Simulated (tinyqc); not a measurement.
Inside a calculation. Method: CISD on RHF in the sto-6g basis, frozen core, for OH-, spin multiplicity 1. The basis has no diffuse functions, so it cannot describe the extra electron: this is an exercise in the method, not the real anion. Computed by tinyqc, a small Python program that keeps every step (integrals from PySCF). Settings: charge = -1, multiplicity = 1, basis = sto-6g, method = RHF, frozen orbitals = 1, energy threshold = 1e-10, iteration cap = 54, orthogonalisation = symmetric, start = Wolfsberg-Helmholz matrix, DIIS depth = 6, ci = CISD, davidson = 1. Command: `OMP_NUM_THREADS=1 python tinyqc.py 25112 25113 out.jsonl` (the two numbers bound the seeds that draw the settings). One thread of a shared host (Intel(R) Xeon(R) Processor @ 2.60GHz), about 0.2 s of CPU time with the checks. The early iterations of the SCF are left out here.

## One-electron integrals

Geometry (angstrom):
```
atom         x         y         z
O     0.000000  0.000000  0.000000
H     0.000000  0.000000  0.969000
```

Basis sto-6g: exponents (1/bohr^2) and contraction coefficients of normalised primitives:
```
element  l (shell)     exponent  coefficient
O            s (1)  1355.584234     0.009164
O            s (1)   248.544885     0.049361
O            s (1)    69.533902     0.168538
O            s (1)    23.886772     0.370563
O            s (1)     9.275933     0.416492
O            s (1)     3.820341     0.130334
O            s (2)    52.187762    -0.013253
O            s (2)    10.329320    -0.046992
O            s (2)     3.210345    -0.033785
O            s (2)     1.235135     0.250242
O            s (2)     0.536420     0.595117
O            s (2)     0.245881     0.240706
O            p (3)    52.187762     0.003760
O            p (3)    10.329320     0.037679
O            p (3)     3.210345     0.173897
O            p (3)     1.235135     0.418036
O            p (3)     0.536420     0.425860
O            p (3)     0.245881     0.101708
H            s (1)    35.523221     0.009164
H            s (1)     6.513144     0.049361
H            s (1)     1.822143     0.168538
H            s (1)     0.625955     0.370563
H            s (1)     0.243077     0.416492
H            s (1)     0.100112     0.130334
```

Overlap, kinetic and nuclear-attraction integrals over the contracted functions; the nuclear repulsion is the sum of Za Zb / Rab.

nuclear repulsion = 4.36885210 hartree

overlap S, lower triangle:
```
           1O 1s     1O 2s    1O 2px    1O 2py    1O 2pz     2H 1s
1O 1s   1.000000
1O 2s   0.231145  1.000000
1O 2px  0.000000  0.000000  1.000000
1O 2py  0.000000  0.000000  0.000000  1.000000
1O 2pz  0.000000  0.000000  0.000000  0.000000  1.000000
2H 1s   0.053951  0.469100  0.000000  0.000000  0.388587  1.000000
```

kinetic energy T (hartree), lower triangle:
```
            1O 1s     1O 2s    1O 2px    1O 2py    1O 2pz     2H 1s
1O 1s   29.327197
1O 2s   -0.896024  0.842618
1O 2px   0.000000  0.000000  2.531309
1O 2py   0.000000  0.000000  0.000000  2.531309
1O 2pz   0.000000  0.000000  0.000000  0.000000  2.531309
2H 1s   -0.002853  0.122324  0.000000  0.000000  0.272948  0.768522
```

nuclear attraction V (hartree), lower triangle:
```
             1O 1s      1O 2s     1O 2px     1O 2py     1O 2pz      2H 1s
1O 1s   -61.804422
1O 2s    -6.277511  -9.539608
1O 2px    0.000000   0.000000  -9.498495
1O 2py    0.000000   0.000000   0.000000  -9.498495
1O 2pz   -0.016026  -0.179078   0.000000   0.000000  -9.620627
2H 1s    -1.683706  -3.571016   0.000000   0.000000  -2.694929  -5.456125
```

core Hamiltonian H = T + V (hartree), lower triangle:
```
             1O 1s      1O 2s     1O 2px     1O 2py     1O 2pz      2H 1s
1O 1s   -32.477224
1O 2s    -7.173535  -8.696989
1O 2px    0.000000   0.000000  -6.967186
1O 2py    0.000000   0.000000   0.000000  -6.967186
1O 2pz   -0.016026  -0.179078   0.000000   0.000000  -7.089319
2H 1s    -1.686558  -3.448692   0.000000   0.000000  -2.421980  -4.687603
```

## Two-electron integrals

Functions are numbered as in S; the eight-fold symmetry (ij|kl) = (ji|kl) = (kl|ij) leaves the list below.

Two-electron integrals (ij|kl) in chemists' order, unique and non-zero (hartree):
```
(11|11) 4.787491   (21|11) 0.675884   (21|21) 0.121505   (22|11) 1.117379
(22|21) 0.249212   (22|22) 0.817383   (31|31) 0.025762   (32|31) 0.039145
(32|32) 0.180664   (33|11) 1.117381   (33|21) 0.249212   (33|22) 0.817382
(33|33) 0.880663   (41|41) 0.025762   (42|41) 0.039145   (42|42) 0.180664
(43|43) 0.047461   (44|11) 1.117381   (44|21) 0.249212   (44|22) 0.817382
(44|33) 0.785741   (44|44) 0.880663   (51|51) 0.025762   (52|51) 0.039145
(52|52) 0.180664   (53|53) 0.047461   (54|54) 0.047461   (55|11) 1.117381
(55|21) 0.249212   (55|22) 0.817382   (55|33) 0.785741   (55|44) 0.785741
(55|55) 0.880663   (61|11) 0.168406   (61|21) 0.029007   (61|22) 0.058159
(61|33) 0.058033   (61|44) 0.058033   (61|51) 0.001415   (61|52) 0.002759
(61|55) 0.058411   (61|61) 0.007059   (62|11) 0.395524   (62|21) 0.089381
(62|22) 0.322870   (62|33) 0.317612   (62|44) 0.317612   (62|51) 0.007125
(62|52) 0.051766   (62|55) 0.333387   (62|61) 0.021432   (62|62) 0.156293
(63|31) 0.010108   (63|32) 0.056298   (63|53) 0.010768   (63|63) 0.022560
(64|41) 0.010108   (64|42) 0.056298   (64|54) 0.010768   (64|64) 0.022560
(65|11) 0.278936   (65|21) 0.063950   (65|22) 0.246409   (65|33) 0.235194
(65|44) 0.235194   (65|51) 0.014629   (65|52) 0.093975   (65|55) 0.268839
(65|61) 0.016066   (65|62) 0.145066   (65|65) 0.155893   (66|11) 0.526361
(66|21) 0.121151   (66|22) 0.498938   (66|33) 0.478809   (66|44) 0.478809
(66|51) 0.012975   (66|52) 0.127248   (66|55) 0.539193   (66|61) 0.029383
(66|62) 0.300625   (66|65) 0.318946   (66|66) 0.774999
```

## Orthogonalisation

S = U s U^T; symmetric (Loewdin) form X = U s^(-1/2) U^T, so that X^T S X = 1.

eigenvalues of S: 0.377263  0.843213  1.000000  1.000000  1.126539  1.652985

X, lower triangle:
```
            1O 1s      1O 2s    1O 2px    1O 2py     1O 2pz     2H 1s
1O 1s    1.021924
1O 2s   -0.129847   1.140557
1O 2px   0.000000   0.000000  1.000000
1O 2py   0.000000   0.000000  0.000000  1.000000
1O 2pz  -0.008294   0.097318  0.000000  0.000000   1.079124
2H 1s    0.021886  -0.317965  0.000000  0.000000  -0.259305  1.195454
```

## Iteration 7 (converged): orbitals

converged F (hartree), lower triangle:
```
             1O 1s      1O 2s    1O 2px    1O 2py     1O 2pz      2H 1s
1O 1s   -19.639106
1O 2s    -4.777301  -1.676078
1O 2px    0.000000   0.000000  0.243324
1O 2py    0.000000   0.000000  0.000000  0.243324
1O 2pz   -0.023801  -0.060384  0.000000  0.000000   0.415076
2H 1s    -1.123508  -0.710781  0.000000  0.000000  -0.313135  -0.133633
```

Diagonalise F' = X^T F X, C = X C', fill 5 alpha and 5 beta electrons from the bottom; D = 2 C_occ C_occ^T. Each column has its largest component positive (the first on a tie).

F' = X^T F X (hartree), lower triangle:
```
            1          2         3         4          5         6
1  -19.315976
2   -2.475371  -0.676702
3    0.000000   0.000000  0.243324
4    0.000000   0.000000  0.000000  0.243324
5   -0.048907   0.166168  0.000000  0.000000   0.658890
6   -0.193968  -0.514673  0.000000  0.000000  -0.569230  0.390572
```

orbital energies (hartree): MO1 -19.642521, MO2 -0.601960, MO3 0.066716, MO4 0.243324, MO5 0.243324, MO6 1.234549

coefficients C:
```
              MO1        MO2        MO3       MO4        MO5        MO6
1O 1s    0.996622  -0.224376   0.104991  0.000000   0.000000   0.084341
1O 2s    0.015276   0.856582  -0.590598  0.000000   0.000000  -0.587819
1O 2px   0.000000   0.000000   0.000000  0.802809  -0.596236   0.000000
1O 2py   0.000000   0.000000   0.000000  0.596236   0.802809   0.000000
1O 2pz   0.002861   0.066805   0.551171  0.000000   0.000000  -0.965932
2H 1s   -0.004474   0.272144   0.664100  0.000000   0.000000   1.040585
```

D after iteration 7, lower triangle:
```
            1O 1s      1O 2s    1O 2px    1O 2py    1O 2pz     2H 1s
1O 1s    2.109247
1O 2s   -0.477960   2.165544
1O 2px   0.000000   0.000000  2.000000
1O 2py   0.000000   0.000000  0.000000  2.000000
1O 2pz   0.091460  -0.536505  0.000000  0.000000  0.616522
2H 1s    0.008407  -0.318342  0.000000  0.000000  0.768402  1.030223
```

Within a degenerate level the vectors are fixed only up to a rotation; this is one choice.

## Convergence

Stop when the energy changes by less than 1e-10 hartree and every element of the error matrix X^T (F D S - S D F) X is below 3e-06.

Course of the cycle:
```
iteration   E (hartree)     change  largest element of the error matrix
1          -74.43299787          -                             5.44e-01
2          -74.75777961  -3.25e-01                             1.31e-01
3          -74.77854652  -2.08e-02                             1.90e-02
4          -74.77882825  -2.82e-04                             1.63e-03
5          -74.77883030  -2.04e-06                             1.88e-05
6          -74.77883030  -2.72e-10                             3.52e-06
7          -74.77883030  -9.96e-12                             3.18e-09
```

PySCF RHF in the same basis = -74.77883030 hartree

Converged in 7 iterations.

## Integrals over molecular orbitals

(pq|rs) = sum C_ip C_jq C_kr C_ls (ij|kl), one index at a time.

one-electron integrals over orbitals h = C^T H C (hartree), lower triangle:
```
            1          2          3          4          5          6
1  -32.463324
2    0.590570  -7.147660
3   -0.274451   0.710121  -5.911209
4    0.000000   0.000000   0.000000  -6.967186
5    0.000000   0.000000   0.000000   0.000000  -6.967186
6   -0.228787   1.111997   1.336377   0.000000   0.000000  -5.624138
```

Two-electron integrals over orbitals (pq|rs), unique and non-zero (hartree); the lowest 1 orbital is frozen and left out:
```
(22|22) 0.727079    (32|22) -0.020763   (32|32) 0.150104    (33|22) 0.646142
(33|32) -0.032276   (33|33) 0.670981    (42|42) 0.146097    (43|42) -0.053619
(43|43) 0.047945    (44|22) 0.748711    (44|32) -0.100577   (44|33) 0.647513
(44|44) 0.880663    (52|52) 0.146097    (53|52) -0.053619   (53|53) 0.047945
(54|54) 0.047461    (55|22) 0.748711    (55|32) -0.100577   (55|33) 0.647513
(55|44) 0.785741    (55|55) 0.880663    (62|22) -0.113613   (62|32) -0.016884
(62|33) -0.013806   (62|44) -0.122346   (62|55) -0.122346   (62|62) 0.109621
(63|22) -0.093058   (63|32) 0.118964    (63|33) -0.064310   (63|44) -0.147142
(63|55) -0.147142   (63|62) 0.043880    (63|63) 0.157368    (64|42) -0.043173
(64|43) -0.006732   (64|64) 0.038694    (65|52) -0.043173   (65|53) -0.006732
(65|65) 0.038694    (66|22) 0.686624    (66|32) 0.036141    (66|33) 0.648663
(66|44) 0.666080    (66|55) 0.666080    (66|62) -0.089101   (66|63) -0.034415
(66|66) 0.726947
```

## CISD: determinants and Hamiltonian

one-electron integrals dressed by the frozen orbital, h + 2 (pq|11) - (p1|1q) (hartree), lower triangle:
```
           2          3          4          5          6
2  -5.173870
3   0.348110  -4.240605
4   0.000000   0.000000  -4.759765
5   0.000000   0.000000   0.000000  -4.759765
6   0.663228   0.808648   0.000000   0.000000  -3.755965
```

energy of the frozen orbital, 2 h_11 + (11|11) = -60.16508155 hartree

Hartree-Fock energy = -74.77883030 hartree

Slater-Condon rules over spin orbitals, with the nuclear repulsion and the energy of the frozen orbital added and E(HF) subtracted on the diagonal. Only determinants linked to the reference directly or through others are kept (one block of an abelian symmetry group), so some states are absent.

Occupation strings over the orbitals (2 doubly, a alpha, b beta, 0 empty; spin orbitals ordered 1a 1b 2a 2b ...): 222220 22a22b 2a222b 22b22a 2b222a 222202 222022 220222 2ab222 2ba222 202222

H - E(HF) between determinants (hartree), lower triangle:
```
           222220     22a22b     2a222b     22b22a     2b222a     222202     222022     220222
222220   0.000000
22a22b   0.000000   0.676538
2a222b   0.000000   0.007738   1.259507
22b22a   0.000000  -0.157368  -0.043880   0.676538
2b222a   0.000000  -0.043880  -0.109621   0.007738   1.259507
222202   0.038694   0.006732   0.043173  -0.006732  -0.043173   1.003131
222022   0.038694   0.006732   0.043173  -0.006732  -0.043173   0.047461   1.003131
220222   0.157368   0.029895  -0.118964  -0.029895   0.118964   0.047945   0.047945   1.453679
2ab222  -0.043880   0.118964  -0.058643  -0.075295   0.016884   0.053619   0.053619   0.060679
2ba222   0.043880  -0.075295   0.016884   0.118964  -0.058643  -0.053619  -0.053619  -0.060679
202222   0.109621   0.016884   0.024512  -0.016884  -0.024512   0.146097   0.146097   0.150104

           2ab222     2ba222    202222
2ab222   1.973848
2ba222  -0.150104   1.973848
202222   0.049166  -0.049166  2.599791
```

## CISD: roots

Diagonalise (each vector has its largest component positive (the first on a tie)); all determinants have Ms = 0, so triplets appear too. The lowest singlet root is the correlation energy.

lowest roots of this matrix, relative to E(HF) (hartree): -0.024516  0.515804  0.793201  0.955669  0.983549  1.149068  1.275159  1.568764

lowest vectors:
```
           root 1     root 2     root 3     root 4
222220   0.992597   0.000000  -0.000242   0.000000
22a22b  -0.000713   0.705691   0.685739   0.000000
2a222b  -0.005059   0.038753  -0.102618   0.000000
22b22a   0.000713   0.705691  -0.685739   0.000000
2b222a   0.005059   0.038753   0.102618   0.000000
222202  -0.028712   0.000000   0.063392   0.707107
222022  -0.028712   0.000000   0.063392  -0.707107
220222  -0.103298   0.000000  -0.086920   0.000000
2ab222   0.025270  -0.022324  -0.106812   0.000000
2ba222  -0.025270  -0.022324   0.106812   0.000000
202222  -0.033200   0.000000  -0.007235   0.000000
```

<S^2> of these roots: 0.000000  2.000000  0.000000  0.000000  0.000000  2.000000  0.000000  0.000000

weight of the ground state by excitation level 0, 1, 2, ...: 0.985249  0.000052  0.014698

With one virtual orbital singles and doubles already span the full space.

## The lowest root by the Davidson method

Start from the reference; add the residual divided by (theta - H_ii), orthogonalised, at each step.

Davidson iterations:
```
iteration  subspace  lowest Ritz value (hartree)  residual norm
1                 1                            0       2.09e-01
2                 2                  -0.02414588       2.61e-02
3                 3                  -0.02451008       3.20e-03
4                 4                  -0.02451614       4.14e-04
5                 5                  -0.02451630       2.22e-05
6                 6                  -0.02451630       2.82e-06
7                 7                  -0.02451630       9.72e-17
```
